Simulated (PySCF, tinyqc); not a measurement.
Inside a calculation. Method: coupled-perturbed Hartree-Fock on RHF in the sto-6g basis, for HF, spin multiplicity 1. The lowest restricted solution is unstable here: a spin-polarised one lies 0.0000 hartree lower (PySCF). Computed by tinyqc, a small Python program that keeps every step (integrals from PySCF). Settings: charge = 0, multiplicity = 1, basis = sto-6g, method = RHF, energy threshold = 1e-10, iteration cap = 51, orthogonalisation = canonical, start = atomic densities, DIIS depth = 6. Command: `OMP_NUM_THREADS=1 python tinyqc.py 31859 31860 out.jsonl` (the two numbers bound the seeds that draw the settings). One thread of a shared host (Intel(R) Xeon(R) Processor @ 2.60GHz), about 0.2 s of CPU time with the checks. The early iterations of the SCF are left out here.

## One-electron integrals

Geometry (angstrom):
```
atom        x        y        z
F     0.00000  0.00000  0.00000
H     0.00000  0.00000  1.20400
```

Basis sto-6g: exponents (1/bohr^2) and contraction coefficients of normalised primitives:
```
element  l (shell)    exponent  coefficient
F            s (1)  1728.62657      0.00916
F            s (1)   316.94179      0.04936
F            s (1)    88.66889      0.16854
F            s (1)    30.46016      0.37056
F            s (1)    11.82857      0.41649
F            s (1)     4.87166      0.13033
F            s (2)    67.03228     -0.01325
F            s (2)    13.26744     -0.04699
F            s (2)     4.12351     -0.03379
F            s (2)     1.58646      0.25024
F            s (2)     0.68900      0.59512
F            s (2)     0.31582      0.24071
F            p (3)    67.03228      0.00376
F            p (3)    13.26744      0.03768
F            p (3)     4.12351      0.17390
F            p (3)     1.58646      0.41804
F            p (3)     0.68900      0.42586
F            p (3)     0.31582      0.10171
H            s (1)    35.52322      0.00916
H            s (1)     6.51314      0.04936
H            s (1)     1.82214      0.16854
H            s (1)     0.62596      0.37056
H            s (1)     0.24308      0.41649
H            s (1)     0.10011      0.13033
```

Overlap, kinetic and nuclear-attraction integrals over the contracted functions; the nuclear repulsion is the sum of Za Zb / Rab.

nuclear repulsion = 3.9556436 hartree

overlap S:
```
          1F 1s    1F 2s   1F 2px   1F 2py   1F 2pz    2H 1s
1F 1s   1.00000  0.23248  0.00000  0.00000  0.00000  0.02607
1F 2s   0.23248  1.00000  0.00000  0.00000  0.00000  0.28497
1F 2px  0.00000  0.00000  1.00000  0.00000  0.00000  0.00000
1F 2py  0.00000  0.00000  0.00000  1.00000  0.00000  0.00000
1F 2pz  0.00000  0.00000  0.00000  0.00000  1.00000  0.24437
2H 1s   0.02607  0.28497  0.00000  0.00000  0.24437  1.00000
```

kinetic energy T (hartree):
```
           1F 1s     1F 2s   1F 2px   1F 2py   1F 2pz     2H 1s
1F 1s   37.39773  -1.14335  0.00000  0.00000  0.00000  -0.00557
1F 2s   -1.14335   1.08230  0.00000  0.00000  0.00000   0.02338
1F 2px   0.00000   0.00000  3.25133  0.00000  0.00000   0.00000
1F 2py   0.00000   0.00000  0.00000  3.25133  0.00000   0.00000
1F 2pz   0.00000   0.00000  0.00000  0.00000  3.25133   0.09866
2H 1s   -0.00557   0.02338  0.00000  0.00000  0.09866   0.76852
```

nuclear attraction V (hartree):
```
            1F 1s      1F 2s     1F 2px     1F 2py     1F 2pz     2H 1s
1F 1s   -78.26197   -7.96789    0.00000    0.00000   -0.00924  -1.02264
1F 2s    -7.96789  -11.91451    0.00000    0.00000   -0.10858  -2.42666
1F 2px    0.00000    0.00000  -11.89488    0.00000    0.00000   0.00000
1F 2py    0.00000    0.00000    0.00000  -11.89488    0.00000   0.00000
1F 2pz   -0.00924   -0.10858    0.00000    0.00000  -11.95227  -1.80712
2H 1s    -1.02264   -2.42666    0.00000    0.00000   -1.80712  -5.14163
```

core Hamiltonian H = T + V (hartree):
```
            1F 1s      1F 2s    1F 2px    1F 2py    1F 2pz     2H 1s
1F 1s   -40.86424   -9.11124   0.00000   0.00000  -0.00924  -1.02821
1F 2s    -9.11124  -10.83222   0.00000   0.00000  -0.10858  -2.40329
1F 2px    0.00000    0.00000  -8.64355   0.00000   0.00000   0.00000
1F 2py    0.00000    0.00000   0.00000  -8.64355   0.00000   0.00000
1F 2pz   -0.00924   -0.10858   0.00000   0.00000  -8.70094  -1.70846
2H 1s    -1.02821   -2.40329   0.00000   0.00000  -1.70846  -4.37310
```

## Two-electron integrals

Functions are numbered as in S; the eight-fold symmetry (ij|kl) = (ji|kl) = (kl|ij) leaves the list below.

Two-electron integrals (ij|kl) in chemists' order, unique and non-zero (hartree):
```
(11|11) 5.40624   (21|11) 0.76813   (21|21) 0.13891   (22|11) 1.26627
(22|21) 0.28399   (22|22) 0.92637   (31|31) 0.02945   (32|31) 0.04468
(32|32) 0.20475   (33|11) 1.26627   (33|21) 0.28399   (33|22) 0.92637
(33|33) 0.99808   (41|41) 0.02945   (42|41) 0.04468   (42|42) 0.20475
(43|43) 0.05379   (44|11) 1.26627   (44|21) 0.28399   (44|22) 0.92637
(44|33) 0.89051   (44|44) 0.99808   (51|51) 0.02945   (52|51) 0.04468
(52|52) 0.20475   (53|53) 0.05379   (54|54) 0.05379   (55|11) 1.26627
(55|21) 0.28399   (55|22) 0.92637   (55|33) 0.89051   (55|44) 0.89051
(55|55) 0.99808   (61|11) 0.09162   (61|21) 0.01589   (61|22) 0.03182
(61|33) 0.03177   (61|44) 0.03177   (61|51) 0.00069   (61|52) 0.00136
(61|55) 0.03193   (61|61) 0.00185   (62|11) 0.24672   (62|21) 0.05623
(62|22) 0.20650   (62|33) 0.20353   (62|44) 0.20353   (62|51) 0.00409
(62|52) 0.03165   (62|55) 0.21244   (62|61) 0.00645   (62|62) 0.05866
(63|31) 0.00605   (63|32) 0.03530   (63|53) 0.00652   (63|63) 0.00831
(64|41) 0.00605   (64|42) 0.03530   (64|54) 0.00652   (64|64) 0.00831
(65|11) 0.17497   (65|21) 0.04042   (65|22) 0.15859   (65|33) 0.15209
(65|44) 0.15209   (65|51) 0.00854   (65|52) 0.05770   (65|55) 0.17159
(65|61) 0.00482   (65|62) 0.05529   (65|65) 0.05990   (66|11) 0.43338
(66|21) 0.10062   (66|22) 0.42585   (66|33) 0.41275   (66|44) 0.41275
(66|51) 0.00842   (66|52) 0.09238   (66|55) 0.45204   (66|61) 0.01159
(66|62) 0.16254   (66|65) 0.17728   (66|66) 0.77500
```

## Orthogonalisation

S = U s U^T; canonical form X = U s^(-1/2), so that X^T S X = 1. Each column of U has its largest component positive (the first on a tie).

eigenvalues of S: 0.59010  0.85362  1.00000  1.00000  1.12462  1.43166

X:
```
               1         2         3        4         5        6
1F 1s    0.39842   0.70458   0.00000  0.00000  -0.55894  0.30275
1F 2s   -0.79413  -0.40236   0.00000  0.00000  -0.33435  0.50419
1F 2px   0.00000   0.00000   0.99730  0.07342   0.00000  0.00000
1F 2py   0.00000   0.00000  -0.07342  0.99730   0.00000  0.00000
1F 2pz  -0.48722   0.61454   0.00000  0.00000   0.60748  0.29255
2H 1s    0.81723  -0.36811   0.00000  0.00000   0.30978  0.51675
```

Within a degenerate level the vectors are fixed only up to a rotation; this is one choice.

## Starting guess

The start is atomic minimal-basis densities projected into this basis (PySCF's MINAO start) and scaled to the electron count of each spin; this density is not idempotent, so its energy is not variational and may lie below the converged one.

D at the start:
```
           1F 1s     1F 2s   1F 2px   1F 2py    1F 2pz     2H 1s
1F 1s    2.15128  -0.49653  0.00000  0.00000   0.00984  -0.01162
1F 2s   -0.49653   2.13725  0.00000  0.00000  -0.05823   0.04805
1F 2px   0.00000   0.00000  1.63628  0.00000   0.00000   0.00000
1F 2py   0.00000   0.00000  0.00000  1.63628   0.00000   0.00000
1F 2pz   0.00984  -0.05823  0.00000  0.00000   1.54821   0.17328
2H 1s   -0.01162   0.04805  0.00000  0.00000   0.17328   1.01009
```

## Iteration 7 (converged): orbitals

converged F (hartree):
```
            1F 1s     1F 2s    1F 2px    1F 2py    1F 2pz     2H 1s
1F 1s   -26.25803  -6.37155   0.00000   0.00000  -0.01545  -0.72199
1F 2s    -6.37155  -2.88984   0.00000   0.00000  -0.02977  -0.68233
1F 2px    0.00000   0.00000  -0.47176   0.00000   0.00000   0.00000
1F 2py    0.00000   0.00000   0.00000  -0.47176   0.00000   0.00000
1F 2pz   -0.01545  -0.02977   0.00000   0.00000  -0.23911  -0.44451
2H 1s    -0.72199  -0.68233   0.00000   0.00000  -0.44451  -0.31639
```

Diagonalise F' = X^T F X, C = X C', fill 5 alpha and 5 beta electrons from the bottom; D = 2 C_occ C_occ^T. Each column has its largest component positive (the first on a tie).

F' = X^T F X (hartree):
```
          1         2         3         4          5         6
1  -1.47441  -4.11897   0.00000   0.00000    3.53447  -2.16592
2  -4.11897  -9.64880   0.00000   0.00000    9.68869  -6.50393
3   0.00000   0.00000  -0.47176   0.00000    0.00000   0.00000
4   0.00000   0.00000   0.00000  -0.47176    0.00000   0.00000
5   3.53447   9.68869   0.00000   0.00000  -10.77975   7.24371
6  -2.16592  -6.50393   0.00000   0.00000    7.24371  -5.91889
```

orbital energies (hartree): MO1 -26.26116, MO2 -1.43227, MO3 -0.50380, MO4 -0.47176, MO5 -0.47176, MO6 0.37538

coefficients C:
```
             MO1       MO2       MO3      MO4       MO5       MO6
1F 1s    0.99721  -0.24447   0.04892  0.00000   0.00000   0.05143
1F 2s    0.01193   0.99401  -0.26995  0.00000   0.00000  -0.31217
1F 2px   0.00000   0.00000   0.00000  0.98975  -0.14278   0.00000
1F 2py   0.00000   0.00000   0.00000  0.14278   0.98975   0.00000
1F 2pz   0.00105   0.02930   0.68847  0.00000   0.00000  -0.77124
2H 1s   -0.00193   0.09672   0.58965  0.00000   0.00000   0.89962
```

D after iteration 7:
```
           1F 1s     1F 2s   1F 2px   1F 2py    1F 2pz     2H 1s
1F 1s    2.11319  -0.48862  0.00000  0.00000   0.05512   0.00654
1F 2s   -0.48862   2.12216  0.00000  0.00000  -0.31344  -0.12612
1F 2px   0.00000   0.00000  2.00000  0.00000   0.00000   0.00000
1F 2py   0.00000   0.00000  0.00000  2.00000   0.00000   0.00000
1F 2pz   0.05512  -0.31344  0.00000  0.00000   0.94969   0.81758
2H 1s    0.00654  -0.12612  0.00000  0.00000   0.81758   0.71410
```

Within a degenerate level the vectors are fixed only up to a rotation; this is one choice.

## Convergence

Stop when the energy changes by less than 1e-10 hartree and every element of the error matrix X^T (F D S - S D F) X is below 3e-06.

Course of the cycle:
```
iteration   E (hartree)     change  largest element of the error matrix
1          -100.0737797          -                             6.18e-01
2           -99.3882750   6.86e-01                             2.06e-01
3           -99.4503691  -6.21e-02                             2.12e-02
4           -99.4508801  -5.11e-04                             3.25e-03
5           -99.4508860  -5.82e-06                             2.96e-05
6           -99.4508860  -4.32e-10                             1.26e-07
7           -99.4508860  -7.11e-14                             1.02e-09
```

PySCF RHF in the same basis = -99.4508860 hartree

Converged in 7 iterations.

## Populations, bond orders and dipole

Mulliken: Z minus the diagonal of D S on the atom; Loewdin: the same with S^(1/2) D S^(1/2); Mayer order: 2 sum_s sum (D(s) S)_ij (D(s) S)_ji over the two atoms.

Charges (e):
```
atom  Mulliken   Loewdin
1F    -0.12187  -0.10052
2H     0.12187   0.10052
```

Mayer bond orders:
```
pair    order
2-1   0.98515
```

dipole moment about the origin, x y z (debye): 0.00000  0.00000  1.10321

## Integrals over molecular orbitals

(pq|rs) = sum C_ip C_jq C_kr C_ls (ij|kl), one index at a time.

one-electron integrals over orbitals h = C^T H C (hartree):
```
           1         2         3         4         5         6
1  -40.85117   0.73106  -0.14097   0.00000   0.00000  -0.15578
2    0.73106  -9.19473   0.50844   0.00000   0.00000   0.83941
3   -0.14097   0.50844  -6.93277   0.00000   0.00000   2.21931
4    0.00000   0.00000   0.00000  -8.64355   0.00000   0.00000
5    0.00000   0.00000   0.00000   0.00000  -8.64355   0.00000
6   -0.15578   0.83941   2.21931   0.00000   0.00000  -6.01185
```

Two-electron integrals over orbitals (pq|rs), unique and non-zero (hartree):
```
(11|11) 5.38231    (21|11) -0.53321   (21|21) 0.08515    (22|11) 1.24967
(22|21) -0.02396   (22|22) 0.87448    (31|11) 0.10897    (31|21) -0.01684
(31|22) 0.00725    (31|31) 0.01860    (32|11) -0.12591   (32|21) 0.00577
(32|22) -0.04434   (32|31) 0.02062    (32|32) 0.13821    (33|11) 0.90443
(33|21) -0.00834   (33|22) 0.70285    (33|31) -0.00263   (33|32) -0.01794
(33|33) 0.68779    (41|41) 0.03036    (42|41) 0.03997    (42|42) 0.18902
(43|41) -0.00738   (43|42) -0.02914   (43|43) 0.03660    (44|11) 1.26599
(44|21) -0.01416   (44|22) 0.89609    (44|31) 0.00278    (44|32) -0.06737
(44|33) 0.68916    (44|44) 0.99808    (51|51) 0.03036    (52|51) 0.03997
(52|52) 0.18902    (53|51) -0.00738   (53|52) -0.02914   (53|53) 0.03660
(54|54) 0.05379    (55|11) 1.26599    (55|21) -0.01416   (55|22) 0.89609
(55|31) 0.00278    (55|32) -0.06737   (55|33) 0.68916    (55|44) 0.89051
(55|55) 0.99808    (61|11) 0.11708    (61|21) -0.01958   (61|22) 0.00289
(61|31) -0.01210   (61|32) -0.02351   (61|33) 0.00628    (61|44) 0.00300
(61|55) 0.00300    (61|61) 0.02121    (62|11) -0.16881   (62|21) 0.00469
(62|22) -0.09138   (62|31) -0.02003   (62|32) -0.07407   (62|33) -0.02441
(62|44) -0.08970   (62|55) -0.08970   (62|61) 0.01848    (62|62) 0.09127
(63|11) -0.41413   (63|21) 0.00646    (63|22) -0.23053   (63|31) 0.00164
(63|32) 0.08201    (63|33) -0.09786   (63|44) -0.24041   (63|55) -0.24041
(63|61) -0.00463   (63|62) 0.03919    (63|63) 0.22544    (64|41) -0.00735
(64|42) -0.02982   (64|43) -0.02167   (64|64) 0.02900    (65|51) -0.00735
(65|52) -0.02982   (65|53) -0.02167   (65|65) 0.02900    (66|11) 0.84390
(66|21) -0.00860   (66|22) 0.64346    (66|31) 0.01072    (66|32) 0.04921
(66|33) 0.65259    (66|44) 0.62581    (66|55) 0.62581    (66|61) -0.00755
(66|62) -0.05571   (66|63) -0.02220   (66|66) 0.68216
```

## Response to a field: uncoupled start

dipole integrals <a|z|i> (bohr):
```
          i1        i2       i3       i4       i5
a6  -0.04103  -0.04774  1.16572  0.00000  0.00000
```

Field along z; U_ai = -mu_ai / (e_a - e_i), alpha = -4 sum U_ai mu_ai.

uncoupled U:
```
         i1       i2        i3       i4       i5
a6  0.00154  0.02641  -1.32592  0.00000  0.00000
```

uncoupled polarisability = 6.18789 bohr^3

## Coupled step 1

U_ai = -(mu_ai + sum_bj [4 (ai|bj) - (ab|ij) - (aj|bi)] U_bj) / (e_a - e_i); alpha = -4 sum U_ai mu_ai.

U after step 1:
```
         i1       i2        i3       i4       i5
a6  0.00030  0.08191  -1.29214  0.00000  0.00000
```

polarisability = 6.04078 bohr^3

## Coupled step 2

As before.

U after step 2:
```
         i1       i2        i3       i4       i5
a6  0.00016  0.09203  -1.29741  0.00000  0.00000
```

polarisability = 6.06723 bohr^3

## Coupled polarisability

Repeat until U stops changing; compare with -d2E/dF2.

Course of the coupled iterations:
```
step  alpha (bohr^3)
0            6.18789
1            6.04078
2            6.06723
3            6.07068
4            6.07152
5            6.07170
6            6.07174
7            6.07175
8            6.07175
9            6.07175
10           6.07175
11           6.07175
12           6.07175
```

coupled polarisability = 6.07175 bohr^3

finite-field check, fields of +/-0.001 au = 6.07175 bohr^3
